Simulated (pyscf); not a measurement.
A first-order saddle from PySCF, ωB97X-D3(BJ)/def2-SVP:

```
Ga
H 1 1.5468
H 1 1.7021 2 114.01
H 3 1.1186 1 82.99 2 101.39
Cl 4 1.5160 3 153.91 1 1.46
Se 1 2.3065 2 127.30 3 -148.41
H 6 1.4660 1 92.67 2 178.65
```

Surface: singlet, charge 0. Lowest wavenumbers (cm⁻¹): 1053i, 80, 182, 272, 314.

Q: What reaction is this the transition state of?

A: `[GaH2][SeH]` + `[ClH]` ⇌ `[Cl][GaH][SeH]` + `[H][H]`, a four-centre exchange read from left to right: Ga–H, Cl–H broken and Cl–Ga, H–H formed. At ωB97M-D3(BJ)/def2-TZVP it lies +9.3 kcal/mol from the left side and +33.3 kcal/mol from the right (each side as separated species at their lowest minima found). On the reactant side the descent ends in a complex, 5.4 kcal/mol under the separated species and 12.0 kcal/mol under the saddle at ωB97X-D3(BJ)/def2-TZVP. At ωB97X-D3(BJ)/def2-TZVP the barrier from the zero used here is 6.5 kcal/mol. The same reactants have a lower exit, to H₂Se + Cl–GaH₂ (barrier -0.2 kcal/mol at ωB97M-D3(BJ)/def2-TZVP, against +9.3 kcal/mol here). One saddle was located; it need not be the lowest between these sides. Elements up to Kr have no core potential and no relativistic terms here.
